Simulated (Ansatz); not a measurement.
# C2HNa (SMILES C#[C][Na]): functionals against CCSD(T) at one geometry

How do the functionals fare away from a minimum? The structure is a structure displaced at random from a GFN2-xTB minimum.

Computed with Ansatz 0.2.0, Gaussian basis. Level: single points in def2-TZVPP.

Correlated methods freeze the cores. The outer core shell of Li, Na, Mg and K is correlated.

## (1) The starting structure

SMILES `C#[C][Na]`, 4 atoms, charge 0, spin multiplicity 1.

Atoms are counted from 1 here; the program's logs count them from 0.

Bond lengths: C1–C2 1.178 Å, C1–H4 1.033 Å, C2–Na3 2.101 Å. Angles: C2–C1–H4 179.5°, C1–C2–Na3 178.6°.

As a file:

```xyz
4

C    -0.06460    0.83120   -0.11920
C     0.03020   -0.33300    0.03360
Na    0.24040   -2.40180    0.33350
H    -0.14290    1.85370   -0.24640
```

## (2) CCSD(T)/def2-TZVPP

The input, run/in.yaml:

```yaml
crystal:
  periodic: [false, false, false]
  atoms:
    - {symbol: C, position_ang: [-0.064600, 0.831200, -0.119200]}
    - {symbol: C, position_ang: [0.030200, -0.333000, 0.033600]}
    - {symbol: Na, position_ang: [0.240400, -2.401800, 0.333500]}
    - {symbol: H, position_ang: [-0.142900, 1.853700, -0.246400]}
basis:
  gaussian: {orbitals: def2-TZVPP}
correlation: {method: ccsd_t}
output: {forces: true}
```

No record of the launch command was kept for these runs.

## (3) PBE0-D4/def2-TZVPP

Changes to run/in.yaml since step 2:

```diff
@@ -9,3 +9,3 @@
   gaussian: {orbitals: def2-TZVPP}
-correlation: {method: ccsd_t}
-output: {forces: true}
+hamiltonian: {xc: pbe0, dispersion: d4}
+output: {forces: true, orbitals: {seedname: orbitals}}
```

## (4) wB97M-V/def2-TZVPP

Changes to run/in.yaml since step 3:

```diff
@@ -9,3 +9,3 @@
   gaussian: {orbitals: def2-TZVPP}
-hamiltonian: {xc: pbe0, dispersion: d4}
-output: {forces: true, orbitals: {seedname: orbitals}}
+hamiltonian: {xc: {name: wB97M-V}}
+output: {forces: true}
```

## (5) r2SCAN-D4/def2-TZVPP

Changes to run/in.yaml since step 4:

```diff
@@ -9,3 +9,3 @@
   gaussian: {orbitals: def2-TZVPP}
-hamiltonian: {xc: {name: wB97M-V}}
+hamiltonian: {xc: r2scan, dispersion: d4}
 output: {forces: true}
```

## (6) PBE-D4/def2-TZVPP

Changes to run/in.yaml since step 5:

```diff
@@ -9,3 +9,3 @@
   gaussian: {orbitals: def2-TZVPP}
-hamiltonian: {xc: r2scan, dispersion: d4}
+hamiltonian: {xc: pbe, dispersion: d4}
 output: {forces: true}
```

## (7) BLYP-D4/def2-TZVPP

Changes to run/in.yaml since step 6:

```diff
@@ -9,3 +9,3 @@
   gaussian: {orbitals: def2-TZVPP}
-hamiltonian: {xc: pbe, dispersion: d4}
+hamiltonian: {xc: {name: BLYP}, dispersion: d4}
 output: {forces: true}
```

## (8) LC-wPBE/def2-TZVPP

Changes to run/in.yaml since step 7:

```diff
@@ -9,3 +9,3 @@
   gaussian: {orbitals: def2-TZVPP}
-hamiltonian: {xc: {name: BLYP}, dispersion: d4}
+hamiltonian: {xc: {name: LC-wPBE}}
 output: {forces: true}
```

(Steps that only read results are left out.)

Before running it: what results should come out? Wanted: energy less free atoms, CCSD(T)/def2-TZVPP; RMS force component; RMS force error; HOMO and LUMO, PBE0-D4; T1 diagnostic.

**Answer**, as computed:

```
                                  quantity                                                                                           value
energy less free atoms, CCSD(T)/def2-TZVPP                                                                                  -1421.6 kJ/mol
                       RMS force component                                                            1.254 to 2.045 eV/Å over the methods
                           RMS force error  PBE0-D4 0.518, wB97M-V 0.622, r2SCAN-D4 0.408, PBE-D4 0.218, BLYP-D4 0.262, LC-wPBE 0.839 eV/Å
                    HOMO and LUMO, PBE0-D4                                                                              -6.14 and -1.29 eV
                             T1 diagnostic                                                                                           0.013
```

What this shows: Against CCSD(T) the functionals' energies less atoms differ by -88.0 to -37.3 kJ/mol, PBE-D4 by -88.0 kJ/mol. CCSD(T) in triple zeta still lacks some correlation energy of the bonds, so part of these gaps is its own basis error and they don't rank the functionals. On forces the order runs from PBE-D4 to LC-wPBE. Frozen-core CCSD(T) forces in triple zeta carry basis errors of their own, and this is one geometry, so small gaps rank nothing.
